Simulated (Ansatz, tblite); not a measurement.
Removing and adding an electron: the cluster NaLi₂. Charge 0, multiplicity 2. Geometry: PBE/def2-TZVP. Ansatz, gas phase; energy differences of separate SCF runs; the oxidised species is a singlet (the triplet lies 1.25 eV higher at PBE0/def2-TZVP); the reduced species is a triplet (the singlet lies 0.21 eV higher at PBE0/def2-TZVPD).

```xyz
3

Li   -0.354    1.050    1.054
Li   -1.322   -1.350    0.073
Na    1.675    0.300   -1.127
```

The xTB rows come from tblite. Correlated methods freeze 1 core orbital; core or outer-core shells of Li, Na are correlated, in sets that lack core-valence functions. In CCSD on the charge 0 doublet the largest single amplitude is 0.19, so its Hartree–Fock determinant may place the open shell otherwise than the density functionals do. The structure comes from a short search, and lower isomers may exist.

Task: Estimate orbital energies and vertical ionisation energies and electron affinities at: GFN1-xTB; GFN2-xTB; PBE/def2-TZVP; PBE/def2-TZVPD; r2SCAN/def2-TZVP; r2SCAN/def2-TZVPD; PBE0/def2-TZVP; PBE0/def2-TZVPD; CCSD/def2-TZVPP; CCSD(T)/def2-TZVPP.

Result: 
| level | −HOMO (eV) | vertical IE (eV) | −LUMO (eV) | vertical EA (eV) | HOMO–LUMO gap (eV) | IE − EA (eV) | remarks |
| --- | --- | --- | --- | --- | --- | --- | --- |
| GFN1-xTB | – | 10.23 | – | 6.20 | – | 4.03 | – |
| GFN2-xTB | – | 7.49 | – | 1.48 | – | 6.00 | – |
| PBE/def2-TZVP | 2.57 | 4.33 | 2.00 | – | 0.57 | – | restricted SCF unstable in HF (+1 singlet) |
| PBE/def2-TZVPD | 2.58 | – | 2.02 | 0.68 | 0.56 | – | HOMO above zero (-1 triplet) |
| r2SCAN/def2-TZVP | 2.64 | 4.25 | 1.75 | – | 0.90 | – | restricted SCF unstable in HF (+1 singlet), spin-contaminated (⟨S²⟩ 0.83) (doublet) |
| r2SCAN/def2-TZVPD | 2.65 | – | 1.76 | 0.67 | 0.89 | – | HOMO above zero (-1 triplet) |
| PBE0/def2-TZVP | 3.03 | 4.28 | 1.51 | – | 1.52 | – | restricted SCF unstable in HF (+1 singlet) |
| PBE0/def2-TZVPD | 3.03 | – | 1.53 | 0.65 | 1.50 | – | HOMO above zero (-1 triplet) |
| CCSD/def2-TZVPP | – | 4.07 | – | – | – | – | large T1 (0.060) (doublet), restricted SCF unstable (+1 singlet), spin-contaminated (⟨S²⟩ 1.13) (doublet) |
| CCSD(T)/def2-TZVPP | – | 4.10 | – | – | – | – | large T1 (0.060) (doublet), restricted SCF unstable (+1 singlet), spin-contaminated (⟨S²⟩ 1.13) (doublet) |

Run but left out: HF/def2-TZVPP, MP2/def2-TZVPP (doublet: ⟨S²⟩ 1.13, where a pure state has 0.75).   A HOMO above zero means that the electron is unbound at that level or that self-interaction error raises the level; the energy of removing that electron tells which. HOMO and LUMO are the levels of the spin that leaves or enters (xTB has no such levels and no spin-polarisation term). Other spin states of the ions may lie lower, which would lower the ionisation energy or raise the affinity. Raw xTB energy differences between charge states are shifted by several eV; the methods need an empirical correction for them.
